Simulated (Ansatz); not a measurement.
# AlSiH (triplet): the correlation ladder at angle Si1–Al2–H3 = 180.0°, 6-31G

Aim: climb from Hartree-Fock through coupled cluster and multireference methods for AlSiH (triplet) at one geometry and basis, and see what each rung misses.

The runs use Ansatz 0.2.0, Gaussian basis; 6-31G, core rule «outside noble gas», up to 10 orbitals frozen.

To be run: UHF; CCSD(T) on ROHF; CCSD(T) on UHF; BCCD(T) on ROHF; CISD; CCSDT(Q) on ROHF; CCSDT(Q) on UHF; CCSDTQ on ROHF; CCSDTQ on UHF; CASSCF and MRCISD+Q, 4 electrons in 4 orbitals; CASSCF and NEVPT2, 4 electrons in 4 orbitals; CASSCF and MRCISD+Q, 8 electrons in 9 orbitals; CASSCF and NEVPT2, 8 electrons in 9 orbitals; Full CI.

14 further runs of the same task are left out: 1 for a mislabelled method, 11 that didn't finish, 2 set aside as unsound or not needed.

## (1) The geometry

The geometry derives from a PBE0/def2-TZVP stationary point (not a proven minimum). One angle is set to the value named; bond lengths are kept.

3 atoms, charge 0, spin multiplicity 3.

Atoms are counted from 1 here; the program's logs count them from 0.

Bond lengths: Si1–Al2 2.333 Å, Al2–H3 1.599 Å. Angles: Si1–Al2–H3 180.0°.

Coordinates:

```
Si    0.0000    0.0000    2.0886
Al    0.0000    0.0000   -0.2449
H     0.0000    0.0000   -1.8437
```

## (2) UHF

The input, in.yaml:

```yaml
crystal:
  periodic: [false, false, false]
  atoms:
    - {symbol: Si, position_ang: [0.000000, 0.000000, 2.088600]}
    - {symbol: Al, position_ang: [0.000000, 0.000000, -0.244867]}
    - {symbol: H, position_ang: [0.000000, 0.000000, -1.843733]}
basis:
  gaussian: {orbitals: 6-31G}
magnetization: {spin_polarized: true, initial_magnetization: 2}
hamiltonian: {xc: hf}
output: {orbitals: {seedname: orbitals}}
```

On the command line:

```bash
$ ansatz run in.yaml --threads 1 --pin off --events-out ev --progress --plain --max-ram 2393MiB
```

Further steps of the session: CCSD(T) on ROHF; CCSD(T) on UHF; BCCD(T) on ROHF; CISD; CCSDT(Q) on ROHF; CCSDT(Q) on UHF; CCSDTQ on ROHF; CCSDTQ on UHF; CASSCF and MRCISD+Q, 4 electrons in 4 orbitals; CASSCF and NEVPT2, 4 electrons in 4 orbitals; CASSCF and MRCISD+Q, 8 electrons in 9 orbitals; CASSCF and NEVPT2, 8 electrons in 9 orbitals; Full CI.

Q: Predict the results of all the runs planned. Wanted: FCI below the RHF energy; RMP2 from FCI; UMP2 from FCI; RCCSD from FCI; RCCSD(T) from FCI; UCCSD(T) from FCI; RCCSDT(Q) from FCI; UCCSDT(Q) from FCI; MRCISD+Q pair from FCI.

**Answer**, as computed:

| quantity | value |
| --- | --- |
| FCI below the RHF energy | -2.4052 eV |
| RMP2 from FCI | +710.5 meV |
| UMP2 from FCI | +707.3 meV |
| RCCSD from FCI | +109.8 meV |
| RCCSD(T) from FCI | +36.4 meV |
| UCCSD(T) from FCI | +36.2 meV |
| RCCSDT(Q) from FCI | +1.4 meV |
| UCCSDT(Q) from FCI | +0.7 meV |
| MRCISD+Q pair from FCI | -0.1 meV |
| NEVPT2 valence from FCI | +209.8 meV |
| MRCISD+Q valence from FCI | +3.8 meV |
| levels within 1 kcal/mol (43 meV) | RCCSD(T), UCCSD(T), BCCD(T), RCCSDT, UCCSDT, RCCSDT(Q), UCCSDT(Q), RCCSDTQ, UCCSDTQ, MRCISD+Q pair, MRCISD valence, MRCISD+Q valence |
| T1 diagnostic | 0.034 |
| effectively unpaired electrons | 2.07 |

RCCSD(T) misses by +36.4 meV, 1.5 % of the correlation energy. One determinant dominates. Of the multireference levels listed MRCISD+Q pair comes nearest in total energy (-0.1 meV), which doesn't show that its space is the better one. These misses are within one basis, not against nature; the frozen cores of restricted and unrestricted runs differ, which can shift their rows.
